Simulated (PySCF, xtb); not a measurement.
Bonds broken one at a time in the series B Br-SH. All species are isolated molecules in the gas phase. One relaxed conformer stands for each flexible species; it need not be the lowest. Strings in code marks are SMILES.

Quantity: homolytic bond dissociation enthalpy at 298 K (no spin–orbit term), in eV. Enthalpy corrections at 298 K come from GFN2-xTB frequencies (xtb).

Case: S–B bond of `SB(S)S`, giving `S[B]S` (H–S–B–S torsion 0°, S–B–S–H torsion -180°) and `[SH]`. Geometry of `SB(S)S` (neutral, multiplicity 1, Å):

```xyz
7

S      1.4047    -1.2206     0.0611
B     -0.1434    -0.3003    -0.0269
S     -0.3237     1.4904     0.0444
S     -1.6280    -1.3135    -0.2031
H      2.2304    -0.1706     0.1828
H      0.9719     1.8172     0.1712
H     -2.5119    -0.3027    -0.2294
```

### Question
Estimate the homolytic bond dissociation enthalpy at 298 K (no spin–orbit term) that ωB97X-D3(BJ)/def2-TZVP // PBE0-D3(BJ)/def2-TZVP (PySCF) returns for this input.

### Answer
4.47 eV.
